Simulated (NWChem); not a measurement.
System: SiH4; SMILES [SiH4]

Input file for NWChem:

```
start job
memory heap 200 mb stack 900 mb global 1100 mb
geometry units angstroms noautoz
  Si     0.000000     0.000000     0.000000
  H     -0.857218     0.857218     0.857267
  H      0.857218    -0.857218     0.857267
  H      0.857218     0.857218    -0.857267
  H     -0.857218    -0.857218    -0.857267
end
basis spherical
  Si library def2-svpd
  H library def2-svpd
end
dft
  xc xpbe96 cpbe96
  iterations 200
end
task dft gradient
```

NWChem printed, in part:

```
             Northwest Computational Chemistry Package (NWChem) 7.3.0
             --------------------------------------------------------

 D2D symmetry detected

                             Geometry "geometry" -> ""
                             -------------------------

 Output coordinates in angstroms (scale by  1.889725989 to convert to a.u.)

  No.       Tag          Charge          X              Y              Z
 ---- ---------------- ---------- -------------- -------------- --------------
    1 Si                  14.0000     0.00000000     0.00000000     0.00000000
    2 H                    1.0000     0.85724250     0.85724250    -0.85721800
    3 H                    1.0000    -0.85724250     0.85724250     0.85721800
    4 H                    1.0000     0.85724250    -0.85724250     0.85721800
    5 H                    1.0000    -0.85724250    -0.85724250    -0.85721800

 Effective nuclear repulsion energy (a.u.)      21.2680580782

      Symmetry information
      --------------------

 Group name             D2d
 Group number             32
 Group order               8
 No. of unique centers     2

  pbe96 is a nonlocal functional; adding pw91lda local functional.

                                 NWChem DFT Module
                                 -----------------

 Summary of "ao basis" -> "ao basis" (spherical)
 ------------------------------------------------------------------------------
       Tag                 Description            Shells   Functions and Types
 ---------------- ------------------------------  ------  ---------------------
 Si                        def2-svpd                10       24   5s3p2d
 H                         def2-svpd                 4        8   2s2p

      Symmetry analysis of basis
      --------------------------

        a1         13
        a2          2
        b1          4
        b2         11
        e          26

            General Information
            -------------------
          SCF calculation type: DFT
          Wavefunction type:  closed shell.
          No. of atoms     :     5
          No. of electrons :    18
           Alpha electrons :     9
            Beta electrons :     9
          Charge           :     0
          Spin multiplicity:     1
          Use of symmetry is: on ; symmetry adaption is: on
          Maximum number of iterations: 200
          AO basis - number of functions:    56
                     number of shells:    26
          Convergence on energy requested:  1.00D-06
          Convergence on density requested:  1.00D-05
          Convergence on gradient requested:  5.00D-04

              XC Information
              --------------
          PerdewBurkeErnzerhof Exchange Functional  1.000
            Perdew 1991 LDA Correlation Functional  1.000 local
           PerdewBurkeErnz. Correlation Functional  1.000 non-local

             Grid Information
             ----------------
          Grid used for XC integration:  medium
          Radial quadrature: Mura-Knowles
          Angular quadrature: Lebedev.
          Tag              B.-S. Rad. Rad. Pts. Rad. Cut. Ang. Pts.
          ---              ---------- --------- --------- ---------
          Si                  1.10       88           7.0       590
          H                   0.35       45           8.0       434
          Grid pruning is: on
          Number of quadrature shells:   133
          Spatial weights used:  Erf1

      Superposition of Atomic Density Guess
      -------------------------------------

 Sum of atomic energies:        -290.73598912

      Non-variational initial energy
      ------------------------------

 Total energy =    -290.940267
 1-e energy   =    -444.338591
 2-e energy   =     132.130266
 HOMO         =      -0.431139
 LUMO         =       0.061921

      Symmetry analysis of molecular orbitals - initial
      -------------------------------------------------

  Numbering of irreducible representations:

     1 a1          2 a2          3 b1          4 b2          5 e

  Orbital symmetries:

     1 a1          2 a1          3 e           4 e           5 b2
     6 a1          7 e           8 e           9 b2         10 a1
    11 b2         12 e          13 e          14 b1         15 a1
    16 a1         17 e          18 e          19 b2

   convergence    iter        energy       DeltaE   RMS-Dens  Diis-err
 ---------------- ----- ----------------- --------- --------- ---------
 d= 0,ls=0.0,diis     1   -291.6077383822 -3.13D+02  9.42D-03  9.32D-02
 d= 0,ls=0.0,diis     2   -291.6159453839 -8.21D-03  3.50D-03  1.01D-02
 d= 0,ls=0.0,diis     3   -291.6176492569 -1.70D-03  1.45D-03  3.44D-03
 d= 0,ls=0.0,diis     4   -291.6182855963 -6.36D-04  7.27D-05  8.02D-06
 d= 0,ls=0.0,diis     5   -291.6182870365 -1.44D-06  6.06D-06  6.19D-08
 d= 0,ls=0.0,diis     6   -291.6182870500 -1.35D-08  1.08D-07  8.06D-12

         Total DFT energy =     -291.618287049987
      One electron energy =     -445.447842186603
           Coulomb energy =      154.734804765392
    Exchange-Corr. energy =      -22.173307706954
 Nuclear repulsion energy =       21.268058078178

 Numeric. integr. density =       17.999990738347

                  Occupations of the irreducible representations
                  ----------------------------------------------

                     irrep           alpha         beta
                     --------     --------     --------
                     a1                3.0          3.0
                     a2                0.0          0.0
                     b1                0.0          0.0
                     b2                2.0          2.0
                     e                 4.0          4.0

                       DFT Final Molecular Orbital Analysis
                       ------------------------------------

 Vector    7  Occ=2.000000D+00  E=-3.120973D-01  Symmetry=e
              MO Center=  3.0D-16,  2.3D-16, -5.7D-01, r^2= 2.1D+00
   Bfn.  Coefficient  Atom+Function         Bfn.  Coefficient  Atom+Function
  ----- ------------  ---------------      ----- ------------  ---------------
    25      0.330175  2 H  s                 49     -0.330175  5 H  s
    13      0.245464  1 Si py                10      0.226733  1 Si py
    12      0.215355  1 Si px                 9      0.198922  1 Si px
     7     -0.130819  1 Si py                 6     -0.114773  1 Si px
    26      0.070633  2 H  s                 50     -0.070633  5 H  s

 Vector    8  Occ=2.000000D+00  E=-3.120973D-01  Symmetry=e
              MO Center=  3.6D-11, -4.2D-11,  5.7D-01, r^2= 2.1D+00
   Bfn.  Coefficient  Atom+Function         Bfn.  Coefficient  Atom+Function
  ----- ------------  ---------------      ----- ------------  ---------------
    33      0.330175  3 H  s                 41     -0.330175  4 H  s
    12     -0.245464  1 Si px                 9     -0.226733  1 Si px
    13      0.215355  1 Si py                10      0.198922  1 Si py
     6      0.130819  1 Si px                 7     -0.114773  1 Si py
    34      0.070633  3 H  s                 42     -0.070633  4 H  s

 Vector    9  Occ=2.000000D+00  E=-3.120935D-01  Symmetry=b2
              MO Center= -3.6D-11,  4.2D-11,  6.8D-16, r^2= 2.5D+00
   Bfn.  Coefficient  Atom+Function         Bfn.  Coefficient  Atom+Function
  ----- ------------  ---------------      ----- ------------  ---------------
    14      0.326538  1 Si pz                11      0.301625  1 Si pz
    25     -0.233968  2 H  s                 33      0.233968  3 H  s
    41      0.233968  4 H  s                 49     -0.233968  5 H  s
     8     -0.174029  1 Si pz                15     -0.064223  1 Si d -2
    26     -0.050056  2 H  s                 34      0.050056  3 H  s

 Vector   10  Occ=0.000000D+00  E=-1.474500D-03  Symmetry=a1
              MO Center=  2.3D-16, -6.9D-17,  3.4D-16, r^2= 8.5D+00
   Bfn.  Coefficient  Atom+Function         Bfn.  Coefficient  Atom+Function
  ----- ------------  ---------------      ----- ------------  ---------------
     4      4.959792  1 Si s                  5     -3.366980  1 Si s
    26     -0.661792  2 H  s                 34     -0.661792  3 H  s
    42     -0.661792  4 H  s                 50     -0.661792  5 H  s
     3      0.320781  1 Si s                  2      0.252797  1 Si s
    30      0.109018  2 H  px                31      0.109018  2 H  py

 Vector   11  Occ=0.000000D+00  E= 1.052537D-02  Symmetry=b2
              MO Center= -2.8D-10,  6.8D-11, -2.3D-14, r^2= 4.3D+00
   Bfn.  Coefficient  Atom+Function         Bfn.  Coefficient  Atom+Function
  ----- ------------  ---------------      ----- ------------  ---------------
    20      0.473251  1 Si d -2              11      0.235790  1 Si pz
    15      0.186866  1 Si d -2              14      0.184967  1 Si pz
    25      0.132664  2 H  s                 33     -0.132664  3 H  s
    41     -0.132664  4 H  s                 49      0.132664  5 H  s
     8     -0.115801  1 Si pz                30      0.077444  2 H  px

[...]

                         DFT ENERGY GRADIENTS

    atom               coordinates                        gradient
                 x          y          z           x          y          z
   1 Si      0.000000   0.000000   0.000000    0.000000   0.000000   0.000000
   2 H       1.619953   1.619953  -1.619907   -0.003279  -0.003279   0.003281
   3 H      -1.619953   1.619953   1.619907    0.003279  -0.003279  -0.003281
   4 H       1.619953  -1.619953   1.619907   -0.003279   0.003279  -0.003281
   5 H      -1.619953  -1.619953  -1.619907    0.003279   0.003279   0.003281
```

Level: PBE/def2-SVPD. All runs use the structure optimised with PBE0-D3(BJ)/def2-TZVP.
